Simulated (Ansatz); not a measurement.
## CH₂Cl₂, SMILES ClCCl: vertical and adiabatic energies of changing the electron count, step by step

Computed with Ansatz's Python interface.

Typed at the interpreter:
```pycon
>>> import itertools
>>> import ansatz
>>> from ase.data import atomic_numbers, covalent_radii
>>> import numpy as np
>>> from rdkit import Chem
>>> from rdkit.Chem import AllChem
>>> rd = Chem.AddHs(Chem.MolFromSmiles("ClCCl"))
>>> AllChem.EmbedMolecule(rd, randomSeed=134)
0
>>> AllChem.UFFOptimizeMolecule(rd)
0
>>> mol = ansatz.Crystal.molecule()
>>> for atom, xyz in zip(rd.GetAtoms(), rd.GetConformer().GetPositions()):
...     mol = mol.atom(atom.GetSymbol(), xyz.round(5).tolist())
...
>>> calc = (
...     mol.calculation()
...     .basis(gaussian="def2-SVP")
...     .functional("PBE", dispersion="d3bj")
... )
>>> symbols = [site.symbol for site in mol.cartesian_sites]
>>> start = np.array([site.position_ang for site in mol.cartesian_sites], dtype=float)
>>> data = calc.relax(force_tolerance=0.01, max_steps=100).run(threads=1, backend="cpu").report
>>> end = np.array(data["positions_ang"])
>>> minimum = ansatz.Crystal.molecule()
>>> for symbol, place in zip(symbols, end):
...     minimum = minimum.atom(symbol, place.tolist())
...
>>> ion = minimum.calculation()
>>> ion = ion.basis(gaussian="def2-SVP").functional("PBE", dispersion="d3bj")
>>> ion = ion.charge(1).spin("collinear", total=1)
>>> vertical = ion.run(threads=1, backend="cpu").report
>>> settled = ion.relax(force_tolerance=0.01, max_steps=80).run(threads=1, backend="cpu").report
>>> print(f"vertical ionisation energy   {vertical['free_energy_ev'] - data['free_energy_ev']:.3f} eV")
vertical ionisation energy   10.493 eV
>>> print(f"adiabatic, no zero point     {settled['free_energy_ev'] - data['free_energy_ev']:.3f} eV")
adiabatic, no zero point     10.396 eV
>>> print(f"relaxation energy of the ion {vertical['free_energy_ev'] - settled['free_energy_ev']:.3f} eV")
relaxation energy of the ion 0.097 eV
>>> ionised = np.array(settled["positions_ang"])
>>> radius = [covalent_radii[atomic_numbers[s]] for s in symbols]
>>> span = lambda where, i, j: np.linalg.norm(where[i] - where[j])
>>> bonded = [(i, j) for i, j in itertools.combinations(range(len(symbols)), 2) if min(span(end, i, j), span(ionised, i, j)) < 1.2 * (radius[i] + radius[j])]
>>> print("pair        before    after (A)")
pair        before    after (A)
>>> for i, j in bonded:
...     print(f"{symbols[i]}{i}-{symbols[j]}{j}".ljust(10), f"{span(end, i, j):8.4f} {span(ionised, i, j):8.4f}")
...
Cl0-C1       1.7848   1.7343
C1-Cl2       1.7848   1.7343
C1-H3        1.1044   1.1304
C1-H4        1.1044   1.1304
```

Reading the output:
- The settings weren't tested for convergence.
- The energies are electronic: no zero-point or thermal terms, and the basis set is short of its limit. The product may relax into another structure. Each relaxation finds its nearest minimum, which needn't be the lowest.
- It ran for 48 s on 1 thread of Arm Neoverse V1, with other jobs on the host, peak memory 0.26 GiB.
